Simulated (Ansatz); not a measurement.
**Molecular dynamics, step by step**

CH$_{3}$ClO (SMILES Cl.C=O), closed shell, PBE0-D4/def2-SVP (Ansatz 0.2.0). Settings (timestep in fs, temperature in K; T counts 12 degrees of freedom):

```yaml
hamiltonian: {xc: pbe0, dispersion: d4}
md: {n_steps: 30, timestep: 0.5, temperature: 200, ensemble: nve, seed: 569, initial_velocities: maxwell_boltzmann}
```

Start (the SMILES describes the start alone):

Cl1  (0.355, 0.029, -2.515)
H2  (-0.377, -0.055, -1.438)
C3  (0.016, 0.008, 0.995)
O4  (-0.944, -0.114, 0.284)
H5  (-0.083, 0.002, 2.095)
H6  (1.033, 0.130, 0.580)
(Å)

```csv
step,time (fs),potential energy less the start (meV),kinetic energy (meV),T (K)
0,0.00,0.0,103.4,200
2,1.00,17.0,86.7,168
4,2.00,36.8,67.2,130
6,3.00,43.4,60.6,117
8,4.00,38.7,65.0,126
10,5.00,34.8,68.9,133
12,6.00,36.2,67.5,131
14,7.00,38.1,65.7,127
16,8.00,35.6,68.2,132
18,9.00,30.1,73.6,142
20,10.00,29.2,74.3,144
22,11.00,40.6,62.9,122
24,12.00,62.1,41.7,81
26,13.00,78.1,26.0,50
28,14.00,73.9,30.1,58
30,15.00,54.3,49.4,96
```

Step 2, positions (Å) and forces (eV/Å):

```csv
atom,x,y,z,Fx,Fy,Fz
Cl1,0.356,0.029,-2.517,0.068,0.016,-0.026
H2,-0.387,-0.038,-1.446,-0.072,-0.030,0.046
C3,0.013,0.009,0.993,-0.024,-0.066,0.505
O4,-0.942,-0.116,0.289,-0.827,-0.064,-0.608
H5,-0.081,0.009,2.090,-0.022,0.020,0.454
H6,1.017,0.115,0.588,0.877,0.123,-0.371
```

Step 4, positions (Å) and forces (eV/Å):

```csv
atom,x,y,z,Fx,Fy,Fz
Cl1,0.357,0.029,-2.518,0.028,0.020,0.021
H2,-0.399,-0.022,-1.453,-0.027,-0.046,0.006
C3,0.010,0.010,0.991,0.284,-0.080,1.098
O4,-0.941,-0.117,0.294,-1.420,-0.102,-1.049
H5,-0.079,0.016,2.090,-0.037,0.040,0.439
H6,1.009,0.100,0.592,1.171,0.168,-0.515
```

Step 6, positions (Å) and forces (eV/Å):

| atom | x | y | z | Fx | Fy | Fz |
| --- | --- | --- | --- | --- | --- | --- |
| Cl1 | 0.357 | 0.029 | -2.519 | -0.022 | 0.025 | 0.080 |
| H2 | -0.410 | -0.007 | -1.460 | 0.029 | -0.062 | -0.047 |
| C3 | 0.007 | 0.011 | 0.989 | 0.846 | -0.062 | 1.504 |
| O4 | -0.940 | -0.118 | 0.298 | -1.857 | -0.125 | -1.367 |
| H5 | -0.078 | 0.024 | 2.094 | -0.035 | 0.056 | 0.306 |
| H6 | 1.012 | 0.088 | 0.592 | 1.040 | 0.168 | -0.476 |

Last step (30):

```xyz
6
angstrom
Cl 0.3661 0.0299 -2.5344
H -0.4996 0.0987 -1.5600
C 0.0274 0.0105 1.0140
O -0.9713 -0.1306 0.3190
H -0.0498 0.1524 2.1144
H 1.0308 0.0237 0.5744
```

The run took about 19 s on 2 CPU threads of an Arm Neoverse V2 (shared host).
